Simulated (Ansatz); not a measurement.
C4H7N can be A, `CC1(C)C=N1`, or B, `CC1CC1=N`.

Computed with Ansatz on PBE0-D4/def2-TZVP structures; ΔE is electronic, products minus reactants. CCSD(T)/CBS is the MP2 limit (def2-TZVPP, def2-QZVPP) plus CCSD(T) − MP2 in def2-TZVPP, frozen cores. DFT in def2-TZVPP. B3LYP here is the variant with VWN-RPA as its local correlation; programs differ in this. Each species was taken in one conformer, which may not be the lowest.

Task: Which isomer does CCSD(T)/CBS put lower? Give the gap. (Best estimate.)

Result: The calculation gave: B, by 1.8 kcal/mol.

Task: Give E(B) − E(A) in kcal/mol with HF/def2-TZVPP, CCSD(T)/def2-TZVPP, r2SCAN-D4, B3LYP-D4, B3LYP, B2PLYP, PBE-D4. (Estimate.)

Result: Computed: HF/def2-TZVPP -4.7, CCSD(T)/def2-TZVPP -2.0, r2SCAN-D4 -4.6, B3LYP-D4 -4.7, B3LYP -5.0, B2PLYP -3.3, PBE-D4 -5.0. None reverses the order clearly.

Largest T1 diagnostic: 0.011.

In def2-TZVPP, CCSD(T) changes the Hartree–Fock value by +2.8 kcal/mol (the triples alone add +0.7 kcal/mol) and MP2 by +3.9 kcal/mol.
